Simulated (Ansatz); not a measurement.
Input file:

```yaml
crystal:
  periodic: [false, false, false]
  atoms:
    - {symbol: Al, position_ang: [0.000000, -0.057694, 0.538278]}
    - {symbol: C, position_ang: [0.000000, -0.057694, -1.306769]}
    - {symbol: H, position_ang: [0.000000, 3.779761, 2.341480]}
    - {symbol: H, position_ang: [0.000000, -1.490170, 1.211392]}
    - {symbol: H, position_ang: [0.000000, -0.057694, -2.390458]}
basis:
  gaussian: {orbitals: cc-pVDZ}
magnetization: {spin_polarized: true, initial_magnetization: 0}
hamiltonian: {xc: {name: wB97M-V}}
output: {orbitals: {seedname: orbitals}}
```

```sh
$ ansatz run in.yaml --threads 1 --pin off --events-out ev --progress --plain --max-ram 2393MiB
```

The program prints:

```
  # Of w^i u^j: cxij and so on, Table III.
  gx(w, u) = 1 - cx + cx01*u + cx10*w
  gss(w, u) = css00 + css04*u^4 + css10*w + css20*w^2 + css43*w^4*u^3
  gos(w, u) = cos00 + cos10*w + (cos20 + cos21*u)*w^2 + (cos60 + cos61*u)*w^6
      + integral(e_c_pw_mod_opposite_spin*gos(b97_w_opposite, b97_u_opposite)) + vv10(b, c)
444 factors; integrals over basis functions are off by at most 9.3e-4 eV
165 factors; integrals over basis functions are off by at most 8.1e-5 eV
mean field evaluation 1: about -7649.1789 eV, gradient 4.7e1 eV
mean field evaluation 2: about -7612.8025 eV, gradient 6.9e1 eV
mean field evaluation 4: about -7661.0239 eV, gradient 1.9e1 eV
mean field evaluation 8: about -7668.1146 eV, gradient 9.2e0 eV
mean field evaluation 16: about -7670.8857 eV, gradient 1.6e0 eV
mean field evaluation 32: about -7673.3462 eV, gradient 1.5e-1 eV
mean field evaluation 64: about -7673.9561 eV, gradient 4.2e-2 eV
mean field evaluation 96: about -7673.4273 eV, gradient 3.3e0 eV
mean field evaluation 128: about -7672.6055 eV, gradient 3.7e0 eV
mean field -7673.95629284 eV, -282.0126921676 hartree, gradient 3.3e-6 eV, S^2 1.608587; 6 other end points of the search recorded, 0 dependent functions left out
reference -7673.95634060 eV, -282.0126939228 hartree; 11, 11 occupied and 36, 36 virtual orbitals, 444 factors
Total energy: -7673.95634060 eV, -282.0126939228 hartree
```

Ran on 1 thread of Arm Neoverse V1, shared host: 46 s wall, 0.21 GiB peak host memory.
